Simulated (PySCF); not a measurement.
Point-charge models of `[O+]#[Si-]` against its computed dipole.

Coordinates (PBE0-D3(BJ)/def2-TZVP, Å) and charges (e) from the PBE0/pcSseg-2 density (PySCF):

```tsv
atom	x	y	z	Mulliken	IAO	Hirshfeld	ESP-fitted
O1	0.763	-0.029	0.002	-0.6140	-0.7297	-0.4106	-0.4521
Si2	-0.745	0.000	-0.014	+0.6140	+0.7297	+0.4106	+0.4521
```

What dipole does each set of charges give (1 e·Å = 4.803 D), and what does the density give?

The full density gives (-3.12, 0.06, -0.03) D, 3.12 D in size; dipole vectors point from the negative to the positive end.

```csv
scheme,μx,μy,μz,size (D),share of the full size (%),angle to the full dipole (°)
Mulliken,-4.45,0.08,-0.05,4.45,143,0
IAO,-5.29,0.10,-0.05,5.29,169,0
Hirshfeld,-2.97,0.06,-0.03,2.98,95,0
ESP-fitted,-3.28,0.06,-0.03,3.28,105,0
```

Which set comes closest?

Length of the difference vector: Hirshfeld 0.14 D, ESP-fitted 0.16 D, Mulliken 1.33 D, IAO 2.17 D. Closest: Hirshfeld and ESP-fitted. The schemes that divide the density aren't constrained to reproduce the dipole.

What is left for the Hirshfeld atoms' own dipoles?

The Hirshfeld atoms' densities add up to the full density, so μ = Σ q r + Σ (atomic dipoles). The atomic dipoles sum to (-3.12, 0.06, -0.03) − (-2.97, 0.06, -0.03) = (-0.15, 0.00, 0.00) D, 0.14 D in size.

Give the size of the full dipole in other units.

3.12 D = 1.227 au = 0.649 e·Å = 10.41 × 10⁻³⁰ C·m.

Isolated species at its PBE0-D3(BJ)/def2-TZVP geometry, gas phase.

These values come from a run that also computed NMR shieldings. On an Arm Neoverse V1 with one thread, no GPU, shared host, this took 2.0 s of wall time and 0.31 GiB of memory at its peak.
